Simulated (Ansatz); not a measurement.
We consider hcp Ti, described by revPBE (PAW; Ansatz, a first-principles code).

Settings: plane-wave cutoff 520 eV, 24×24×12 k mesh (along the axes of the cell as run), Fermi–Dirac smearing 0.05 eV, no spin polarisation, scalar-relativistic PAW data made under PBE.

Computed at the level's own relaxed cell.

Task: Give the computed bulk modulus, lattice parameter c, lattice constant a and pressure derivative B′ of the bulk modulus.

Result: 
- bulk modulus = 107 GPa
- lattice parameter c = 4.684 Å
- lattice constant a = 2.959 Å
- pressure derivative B′ of the bulk modulus = 3.6

The run finds no gap.

Measured, for comparison: bulk modulus 108 GPa (zero-point energy and finite temperature contributions removed; as tabulated in doi:10.1021/acs.jctc.3c00612); lattice parameter c 4.683 Å, lattice constant a 2.950 Å (293 K, no zero-point or thermal correction; as tabulated in Wikipedia's data pages). Computed (rounded) less measured: bulk modulus -0.9 %, lattice parameter c 0.0 %, lattice constant a +0.3 %.

Note: the bulk modulus comes from volumes at which shape and atoms were relaxed.

Computed values are for the static lattice.
